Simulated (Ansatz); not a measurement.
Results of RPBE (Ansatz, a quantum-chemistry and plane-wave program, plane waves, PAW) for fcc Pb.

Run with plane-wave cutoff 520 eV, 20×20×20 k mesh, Fermi–Dirac smearing 0.05 eV, scalar-relativistic PAW data made under PBE.

Energies at three volumes about the minimum:

| V (Å³/atom) | E − E_lowest (meV/atom) |
|---|---|
| 32.631 | 1.50 |
| 33.296 | 0.00 |
| 33.962 | 1.39 |

Question: Fit a parabola by hand: where is the minimum, what lattice constant follows, and what is the bulk modulus?

Answer: Slopes: (0.00 − 1.50)/(33.296 − 32.631) = -2.256 and (1.39 − 0.00)/(33.962 − 33.296) = 2.087 meV/Å³. Curvature E″ = 2 × (2.087 − (-2.256))/(33.962 − 32.631) = 6.526 meV/Å⁶. From the middle of the first interval, the slope vanishes at V0 = 32.9635 − (-2.256)/6.526 = 33.309 Å³/atom. B = V0 E″ = 33.309 × 6.526 meV/Å³ × 0.1602 GPa per meV/Å³ = 34.8 GPa. With 4 atoms in the cube, a = (4 × 33.309)^(1/3) = 5.107 Å. The full Birch–Murnaghan fit to all volumes gives V0 = 33.297 Å³/atom and B0 = 34.6 GPa.

Measured, for comparison: bulk modulus 47 GPa (corrected for temperature and zero-point phonon effects; as tabulated in Levämäki et al. (2014), arXiv:1402.3671); lattice constant a 4.902 Å (low-temperature or extrapolated to 0 K; zero-point anharmonic expansion removed, our sources range from 4.902 to 4.912; as tabulated in Csonka et al. (2009), arXiv:0903.4037). Computed (rounded) less measured: bulk modulus -26 %.
